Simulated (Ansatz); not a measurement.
Mulliken charges of BH3NO, SMILES `N[B]O` radical from ωB97M-V/def2-TZVPP in Ansatz (PBE0-D4/def2-TZVP geometry).

```tsv
atom	x (Å)	y (Å)	z (Å)	charge (e)
N1	-0.781	0.185	-0.560	-0.238
B2	0.033	-0.490	0.342	0.030
O3	1.270	-0.047	0.685	-0.266
H4	-1.695	-0.140	-0.815	0.143
H5	-0.499	1.043	-1.012	0.125
H6	1.714	-0.614	1.316	0.206
```

Question: By hand: the dipole of these point charges (1 e Å = 4.8032 D).

Answer: Σ q r = (-0.103, -0.062, -0.011) e Å, of length 0.121 e Å = 0.58 D.

Question: How does the dipole of the full density compare? (An estimate is asked.)

Answer: Computed: (-0.071, 0.039, -0.064) e Å, 0.50 D; the point charges give 1.16 times that, at 63° from its direction.

Point charges leave out the atoms' own dipoles, such as those of lone pairs, and Mulliken's split depends on the basis, so the two needn't agree.
